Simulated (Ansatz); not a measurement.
# BH3 (triplet): wave-function methods side by side at distance B1–H4 = 1.808 Å, cc-pVDZ

How much of the correlation energy of BH3 (triplet) does each wave-function method recover here?

The runs use Ansatz 0.2.0, Gaussian basis; cc-pVDZ, core rule «outside noble gas», up to 1 orbitals frozen.

Plan: UHF; CCSD(T) on ROHF; CCSD(T) on UHF; BCCD(T) on ROHF; CISD; CCSDT(Q) on ROHF; CCSDT(Q) on UHF; CASSCF and MRCISD+Q, 4 electrons in 4 orbitals; CASSCF and NEVPT2, 4 electrons in 4 orbitals; CASSCF and MRCISD+Q, 6 electrons in 7 orbitals; CASSCF and NEVPT2, 6 electrons in 7 orbitals; Full CI.

18 further runs of the same task are left out: 14 that didn't finish, 4 set aside as unsound or not needed.

### 1 What is computed

The geometry derives from a PBE0/def2-TZVP stationary point (not a proven minimum). One bond is set to the value named and the two fragments are kept rigid.

4 atoms, charge 0, spin multiplicity 3.

Atoms are counted from 1 here; the program's logs count them from 0.

Bond lengths: B1–H2 1.281 Å, B1–H3 1.186 Å. Angles: H2–B1–H3 117.7°.

### 2 UHF

in.yaml

```yaml
crystal:
  periodic: [false, false, false]
  atoms:
    - {symbol: B, position_ang: [-0.127664, 0.016171, 0.121456]}
    - {symbol: H, position_ang: [0.298646, 0.555249, -0.959483]}
    - {symbol: H, position_ang: [0.596715, 0.016115, 1.061026]}
    - {symbol: H, position_ang: [0.473945, -0.744817, -1.404265]}
basis:
  gaussian: {orbitals: cc-pVDZ}
magnetization: {spin_polarized: true, initial_magnetization: 2}
hamiltonian: {xc: hf}
output: {orbitals: {seedname: orbitals}}
```

Run with:

```
$ ansatz run in.yaml --threads 1 --pin off --events-out ev --progress --plain --max-ram 2393MiB
```

Further steps of the session: CCSD(T) on ROHF; CCSD(T) on UHF; BCCD(T) on ROHF; CISD; CCSDT(Q) on ROHF; CCSDT(Q) on UHF; CASSCF and MRCISD+Q, 4 electrons in 4 orbitals; CASSCF and NEVPT2, 4 electrons in 4 orbitals; CASSCF and MRCISD+Q, 6 electrons in 7 orbitals; CASSCF and NEVPT2, 6 electrons in 7 orbitals; Full CI.

**Question.** What will the summary of the whole plan be? Wanted: FCI below the RHF energy; RMP2 from FCI; UMP2 from FCI; RCCSD from FCI; RCCSD(T) from FCI; UCCSD(T) from FCI; RCCSDT(Q) from FCI; UCCSDT(Q) from FCI; NEVPT2 pair from FCI.

**Answer**, as computed:

| quantity | value |
| --- | --- |
| FCI below the RHF energy | -3.0133 eV |
| RMP2 from FCI | +767.0 meV |
| UMP2 from FCI | +753.7 meV |
| RCCSD from FCI | +82.8 meV |
| RCCSD(T) from FCI | +22.1 meV |
| UCCSD(T) from FCI | +22.7 meV |
| RCCSDT(Q) from FCI | +0.3 meV |
| UCCSDT(Q) from FCI | +0.1 meV |
| NEVPT2 pair from FCI | +709.5 meV |
| MRCISD+Q pair from FCI | -7.1 meV |
| NEVPT2 valence from FCI | +491.1 meV |
| levels within 1 kcal/mol (43 meV) | RCCSD(T), UCCSD(T), BCCD(T), RCCSDT, UCCSDT, RCCSDT(Q), UCCSDT(Q), MRCISD+Q pair, MRCISD+Q valence |
| T1 diagnostic | 0.041 |
| effectively unpaired electrons | 2.03 |

What this shows: RCCSD(T) misses by +22.1 meV, 0.7 % of the correlation energy. MRCISD+Q pair falls below full CI: the +Q correction isn't variational, and the cores differ from full CI's. The occupations are near whole numbers, but T1 = 0.041 shows that the orbitals relax strongly. Of the multireference levels listed MRCISD+Q pair comes nearest in total energy (-7.1 meV), which doesn't show that its space is the better one. These misses are within one basis, not against nature; the frozen cores of restricted and unrestricted runs differ, which can shift their rows.
